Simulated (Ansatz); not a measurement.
Sn, DFT, PBE, PAW with Ansatz's default frozen-core files, scalar-relativistic (Ansatz 0.2.0), run on 1 thread of Arm Neoverse V1 on a shared host.

The structure comes from a relaxation in the same program, started in the diamond type. Whether it is a known phase or the ground state wasn't checked. The listed cell was then made from it by scaling, straining or moving an atom.

Command: `ansatz run input.yaml --threads 1 --pin off --max-ram 2048MiB --backend cpu --events-out ev --progress --plain --runs-dir out`

```yaml
crystal:
  lattice:
    - [0.0, 3.3608056449, 3.3608056449]
    - [3.3608056449, 0.0, 3.3608056449]
    - [3.3608056449, 3.3608056449, 0.0]
  atoms:
    - { symbol: Sn, position: [0.0, 0.0, 0.0] }
    - { symbol: Sn, position: [0.25, 0.25, 0.25] }
kpoints:
  mp_grid: { grid: [9, 9, 9] }
scf:
  occupations: { method: fermi_dirac, width: 0.05 }
hamiltonian:
  xc: pbe
  pseudopotentials: { kind: paw }
output:
  forces: true
  stress: true
  eigenvalues: true
  efg: { contact_densities: true }
```

(1) How large is the problem that the program sets up?

(2) About how long does it take, and how much memory does it use?

(3) And the same cell and mesh by all-electron LAPW, asked for forces, stress, eigenvalues, on the same hardware?

## Answers

(1) 35 irreducible k-points, 1459 plane waves at Γ, 18 bands.

(2) 3.9 s of wall time for 6 SCF iterations, with a peak of 0.36 GiB. Times on shared machines scatter by tens of per cent.

(3) 14 s, peak memory 0.34 GiB.
